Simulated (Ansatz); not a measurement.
**AlO+ (quintet): from Hartree-Fock to the top rungs, cc-pVTZ**

One table from this session's results is given with a row withheld; the runs are named, their logs left out.

Computed with Ansatz 0.2.0, Gaussian basis. Level: cc-pVTZ, core rule «outside noble gas», up to 6 orbitals frozen.

Plan: UHF; CCSD(T) on ROHF; CCSD(T) on UHF; BCCD(T) on ROHF; CISD; CCSDT(Q) on ROHF; CCSDT(Q) on UHF.

13 further runs of the same task are left out: 4 for a known fault of the program, 3 that didn't finish, 6 set aside as unsound or not needed.

## The system

The geometry is a PBE0/def2-TZVP stationary point (not a proven minimum) of the parent state, kept for this charge and spin.

2 atoms, charge 1, spin multiplicity 5.

Atoms are counted from 1 here; the program's logs count them from 0.

Bond lengths: Al1–O2 1.733 Å.

The first run:

Input file in.yaml:

```yaml
crystal:
  periodic: [false, false, false]
  atoms:
    - {symbol: Al, position_ang: [0.000000, 0.000000, 0.000000]}
    - {symbol: O, position_ang: [0.000000, 0.000000, 1.732900]}
basis:
  gaussian: {orbitals: cc-pVTZ}
total_charge: 1
magnetization: {spin_polarized: true, initial_magnetization: 4}
hamiltonian: {xc: hf}
output: {orbitals: {seedname: orbitals}}
```

Command:

```bash
ansatz run in.yaml --threads 1 --pin off --events-out ev --progress --plain --max-ram 2393MiB
```

Steps of the session up to this table: UHF; CCSD(T) on ROHF; CCSD(T) on UHF; BCCD(T) on ROHF; CISD; CCSDT(Q) on ROHF; CCSDT(Q) on UHF.

One table of the session follows, with a row left open; its other results are not shown here.

```
   method  from UCCSDT(Q) (meV)
     ROHF               +4927.2
      UHF               +4732.0
     RMP2                +641.8
     UMP2                +647.6
     CISD                     ?
    RCCSD                +121.4
    UCCSD                +113.6
 RCCSD(T)                 +20.2
 UCCSD(T)                 +15.0
  BCCD(T)                 +20.3
   RCCSDT                  +7.5
   UCCSDT                  +2.1
RCCSDT(Q)                  +5.5
UCCSDT(Q)                     0
```

Estimate the missing values for CISD.

As computed: from UCCSDT(Q) (meV): +217.2. In the column «from UCCSDT(Q) (meV)» it lies between RCCSD (+121.4) and RMP2 (+641.8).

Limits of these values: Restricted and unrestricted rows rest on different reference determinants; where their highest levels disagree by more than a few hundredths of an eV, they describe different states and don't form one ladder.
